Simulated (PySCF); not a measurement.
# Dipole moment and polarisability of `C#CC(=C)N=C`

Compound: C₅H₅N.
Cartesian coordinates in Å at the GFN2-xTB level; atoms count from 1:
```
atom  x, y, z in Å
C1    -1.1296    1.9385   -0.2433
C2    -0.7863    0.7933   -0.1308
C3    -0.2847   -0.5345    0.0033
C4    -1.1076   -1.5886    0.0472
N5     1.0874   -0.7713    0.0871
C6     1.9271    0.1649    0.1250
H7    -1.4761    2.9244   -0.3424
H8    -0.7048   -2.5804    0.1480
H9    -2.1756   -1.4741   -0.0105
H10    2.9727   -0.1007    0.1873
H11    1.6828    1.2311    0.1030
```

Level: wB97X-D/def2-SVPD (PySCF), static field, nuclei fixed, core orbitals frozen in the response. The polarisability tensor in these axes (au):

```
x   77.99  7.41  1.98
y    7.41 88.80 -3.03
z    1.98 -3.03 41.49
```

Problem. Diagonalise the tensor; give its mean and Δα, where Δα² is half the sum of the squared differences of the eigenvalues.

Solution. Principal values 41.13, 74.52 and 92.62 au; mean 69.43 au = 10.29 Å³ = 11.45 × 10⁻⁴⁰ C²·m²/J; Δα = 45.24 au (65 % of the mean).

Problem. What is the dipole moment, and where does it point?

Solution. (-0.15, 1.28, 0.00) D, 1.29 D in size, pointing from the negative to the positive side. Measured along this direction, the outermost atoms are H8 at the negative end and H7 at the positive end.

Problem. In a dilute gas of rigid molecules at 250 K, how does the orientational term μ²/3kT compare with the electronic polarisability?

Solution. In Gaussian units μ²/3kT = 16.11 Å³ against 10.29 Å³, a ratio of 1.57; the Debye molar polarisation (4π/3)N_A(α + μ²/3kT) is 66.6 cm³/mol, leaving out the vibrational part.

Problem. Give the eigenvalues of the traceless quadrupole moment Θ = ½Σq(3rr − r²1), origin at the centre of nuclear charge.

Solution. -6.78, 0.37, 6.41 D·Å. The values depend on the origin, since the dipole doesn't vanish. The electronic extent ⟨r²⟩ about the same centre is 560 bohr², a root-mean-square distance of 1.93 Å for the 42 electrons.

Problem. What molar refraction does this α imply?

Solution. Lorentz–Lorenz: R = (4π/3)N_A α = 2.5225 cm³/(mol·Å³) × 10.29 Å³ = 26.0 cm³/mol, in the limit of long wavelengths.

Problem. Form Σ f/ω² (atomic units) for the 8 lowest TDDFT singlets, given as eV and f, and set it beside the mean polarisability, which is this sum over all singlets: 4.45, 0.0014; 5.53, 0.3384; 5.76, 0.0010; 6.27, 0.0775; 6.30, 0.0175; 6.45, 0.0135; 6.80, 0.1775; 7.23, 0.0004.

Solution. They add up to 13.15 au, 18.9 % of the 69.43 au; the largest single term is 8.21 au, from the state at 5.53 eV. Terms in order: 0.05, 8.21, 0.02, 1.46, 0.33, 0.24, 2.84, 0.01 au. Higher excitations give the rest. The strengths listed sum to 0.627.

Geometry: GFN2-xTB, one conformer, isolated molecule.

The run behind these numbers computed excited states as well. Hardware: one thread of an Arm Neoverse V2, shared host. Cost: 14 s.
